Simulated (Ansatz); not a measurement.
AlH3Cl− (SMILES [AlH3-][Cl]): the energy, rung by rung

AlH3Cl− has 5 atoms, charge -1, and is taken as a singlet. As SMILES, `[AlH3-][Cl]`. The shape comes from GFN2-xTB, which is rough for such elements, and wasn't checked as a minimum.

```xyz
5

Al    0.1092   -0.0004   -0.0825
Cl   -1.5627   -0.0021    1.1843
H     0.2261    1.4785   -0.7042
H    -0.1602   -1.1064   -1.2183
H     1.3877   -0.3695    0.8207
```

Quantity: the energy change with the Al1–H5 bond stretched from 1.608 to 3.217 Å, in eV. The values are calculated.

```csv
level,kind,program,value (eV),less FCI/STO-3G,CPU time (all runs)
BLYP/STO-3G (restricted),GGA,Ansatz,5.02,-0.61,3.5 s
r2SCAN/STO-3G (restricted),meta-GGA,Ansatz,5.48,-0.15,8.1 s
B3LYP/STO-3G (restricted),global hybrid,Ansatz,5.55,-0.08,4.1 s
PBE0/STO-3G (restricted),global hybrid,Ansatz,5.79,+0.16,3.9 s
CAM-B3LYP/STO-3G (restricted),range-separated hybrid,Ansatz,6.06,+0.43,4.4 s
B2PLYP/STO-3G (restricted),double hybrid,Ansatz,5.77,+0.14,4.8 s
MP2/STO-3G (restricted),perturbation theory,Ansatz,6.36,+0.73,0.67 s
CCSD(T)/STO-3G (restricted),coupled cluster or CI,Ansatz,5.55,-0.08,0.7 s
FCI/STO-3G,exact in the basis,Ansatz,5.63,0.00,7.3 s
```

FCI/STO-3G is exact within its basis and frozen core, so for wave-function methods in that basis the difference is their error; functionals converge differently with the basis, so for them it is only a difference. Sets without diffuse functions describe the anion poorly. The first shape isn't each level's own minimum. The values span 5.02 to 6.36 eV. All rows use very small basis sets, so even the best lies far from the true value. CPU times are rough (shared hosts, several kinds of processor): they show what a rung costs within a factor of a few.
